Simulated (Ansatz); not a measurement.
We consider bcc Ba, described by PBE+SOC in Ansatz (PAW).

Run with plane-wave cutoff 520 eV, 16×16×16 k mesh, Fermi–Dirac smearing 0.05 eV, PAW data made under PBE.

Energies at three volumes about the minimum:

```tsv
V (Å³/atom)	E − E_lowest (meV/atom)
62.007	0.71
63.273	0.00
64.538	0.67
```

Question: Fit a parabola by hand: where is the minimum, what lattice constant follows, and what is the bulk modulus?

Answer: Slopes: (0.00 − 0.71)/(63.273 − 62.007) = -0.561 and (0.67 − 0.00)/(64.538 − 63.273) = 0.530 meV/Å³. Curvature E″ = 2 × (0.530 − (-0.561))/(64.538 − 62.007) = 0.862 meV/Å⁶. From the middle of the first interval, the slope vanishes at V0 = 62.6400 − (-0.561)/0.862 = 63.291 Å³/atom. B = V0 E″ = 63.291 × 0.862 meV/Å³ × 0.1602 GPa per meV/Å³ = 8.74 GPa. With 2 atoms in the cube, a = (2 × 63.291)^(1/3) = 5.021 Å. The full Birch–Murnaghan fit to all volumes gives V0 = 63.273 Å³/atom and B0 = 8.7 GPa.

Measured, for comparison: bulk modulus 9.3 GPa (corrected for temperature and zero-point phonon effects, sources range from 9.3 to 10.6; as tabulated in Levämäki et al. (2014), arXiv:1402.3671); lattice constant a 4.995 Å (low-temperature or extrapolated to 0 K; zero-point anharmonic expansion removed, sources range from 4.995 to 5.004; as tabulated in Csonka et al. (2009), arXiv:0903.4037). Computed less measured: bulk modulus -6 % (-6 % to -18 % over the range).

Ansatz is a quantum-chemistry and plane-wave program.
